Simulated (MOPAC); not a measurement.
MOPAC input (AM1):

```
AM1 1SCF CHARGE=-1 GEO-OK AUX(PRECISION=9) THREADS=1
H3Si

Si    0.08512521 1    0.08333339 1    0.08368655 1
H    -0.93940997 1   -0.90765273 1    0.67751647 1
H    -0.91388705 1    0.68123940 1   -0.93063229 1
H     0.66154409 1   -0.94025419 1   -0.91849584 1
```

Task: What heat of formation does the run end on, and which ionisation energy by Koopmans theorem?

Result: 14.00 kcal/mol; 1.19 eV.
